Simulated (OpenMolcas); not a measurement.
# A ladder of methods for CH5BO (SMILES CBO)

CH5BO has 8 atoms, charge 0, and is taken as a singlet. SMILES: `CBO`. The shape is that of a PBE0-D4/def2-TZVP optimisation. This is one conformer, not always the lowest.

```xyz
8

C    -0.6186    0.7103   -0.3246
B     0.5088   -0.2401    0.1802
O     0.2407   -1.5583    0.3556
H    -1.5683    0.2012   -0.4994
H    -0.3085    1.2051   -1.2519
H    -0.7805    1.5201    0.3957
H     1.6205    0.1631    0.4208
H     0.9982   -2.0584    0.6677
```

Each level gives the dipole moment (D). The values are calculated.

| level | kind | program | value (D) | CPU time |
| --- | --- | --- | --- | --- |
| HF/6-311+G** | Hartree–Fock | OpenMolcas | 1.27 | 9.8 s |
| SVWN5/6-311+G** | LDA | OpenMolcas | 1.10 | 34 s |
| BLYP/6-311+G** | GGA | OpenMolcas | 1.10 | 42 s |
| revPBE/6-311+G** | GGA | OpenMolcas | 1.07 | 40 s |
| M06-L/6-311+G** | meta-GGA | OpenMolcas | 1.06 | 53 s |
| r2SCAN/6-311+G** | meta-GGA | OpenMolcas | 1.09 | 53 s |
| BHLYP/6-311+G** | global hybrid | OpenMolcas | 1.20 | 36 s |
| M06-2X/6-311+G** | hybrid meta-GGA | OpenMolcas | 1.20 | 50 s |

The values span 1.06 to 1.27 D. Magnitudes only. CPU times are rough (shared hosts, several kinds of processor): they show what a rung costs within a factor of a few.
